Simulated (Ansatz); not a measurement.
Born–Oppenheimer molecular dynamics of AlH5OSi (8 atoms, charge 0, multiplicity 1). It starts from a relaxed structure.

Computed with RKS B3LYP-D4/def2-SVP in Ansatz 0.2.0.

```yaml
ensemble: NVT, Nosé–Hoover chain
time_step: 0.5 fs
steps_asked: 150
set_temperature: 100 K
thermostat: time constant 100 fs, chain length 3 (defaults)
seed: 537118
```

First frame:

```xyz
8
Properties=species:S:1:pos:R:3
Al -0.139 0.076 0.078
H -0.002 0.439 1.608
O 1.154 -0.740 -0.670
Si 2.419 -1.538 -1.369
H 1.919 -2.673 -2.199
H 3.191 -0.607 -2.243
H 3.337 -2.082 -0.324
H -1.404 0.424 -0.800
```

Problem. How far do the bonds stretch over the last three quarters of this one trajectory? (Pairs bonded in most of those frames.)

Solution. 
```json
{"bond": "Al1–H2", "mean (Å)": "1.582", "spread (Å)": "0.019", "shortest": "1.55", "longest": "1.61"}
{"bond": "Al1–O3", "mean (Å)": "1.703", "spread (Å)": "0.030", "shortest": "1.66", "longest": "1.75"}
{"bond": "Al1–H8", "mean (Å)": "1.577", "spread (Å)": "0.022", "shortest": "1.55", "longest": "1.61"}
{"bond": "O3–Si4", "mean (Å)": "1.654", "spread (Å)": "0.027", "shortest": "1.62", "longest": "1.69"}
{"bond": "Si4–H5", "mean (Å)": "1.492", "spread (Å)": "0.006", "shortest": "1.48", "longest": "1.50"}
{"bond": "Si4–H6", "mean (Å)": "1.493", "spread (Å)": "0.007", "shortest": "1.48", "longest": "1.50"}
{"bond": "Si4–H7", "mean (Å)": "1.493", "spread (Å)": "0.005", "shortest": "1.49", "longest": "1.50"}
```

Mean temperature of the second half: 53 K. The conserved energy stayed within 0.029 meV per atom of its start (net change 0.0064 meV per atom), so the integration is sound. The mean temperature of the second half is 47 % below the set value. A run of 0.075 ps of so small a system gives no equilibrium averages.

Run time: 4.3 min on 1 thread of Arm Neoverse V2, with other jobs on the host, peak memory 0.13 GiB.
